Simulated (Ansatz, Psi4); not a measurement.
Exact exchange and the HOMO–LUMO gap of C2H4 (ethylene)

C2H4: 6 atoms, total charge 0, spin state singlet. SMILES: `C=C`. The shape is that of a PBE0-D4/def2-TZVP optimisation.

The HOMO–LUMO gap y, in eV, basis def2-TZVP; a is the functional's share of exact exchange. Programs: Ansatz 0.2.0, Psi4 1.11.

```
functional  program     a  y (eV)
      BLYP     Psi4     0    5.78
      TPSS     Psi4     0    6.06
     TPSSh     Psi4   0.1       ?
     B3LYP     Psi4   0.2    7.54
      PBE0     Psi4  0.25    8.04
   r2SCAN0   Ansatz  0.25    8.35
     BHLYP     Psi4   0.5   10.11
```

Task: Fit y = c + s·a to the known rows and predict TPSSh.

Result: 
1. Means of the 6 rows: a = 0.2000, y = 7.647.
2. Σ(Δa)² = 0.175, Σ(Δa·Δy) = 1.4845, so the slope is 1.4845/0.175 = 8.4829.
3. Intercept: 7.647 − (8.4829) × 0.2000 = 5.950. The largest residual of the fit is 0.28.
4. TPSSh: 5.950 + (8.4829) × 0.1 = 6.80 eV.

The run gave 6.92 eV, so the prediction is off by -0.12 eV, within the largest residual. Exact exchange lowers occupied levels and raises empty ones. The rows mix families of semi-local functionals, which the line can't see.
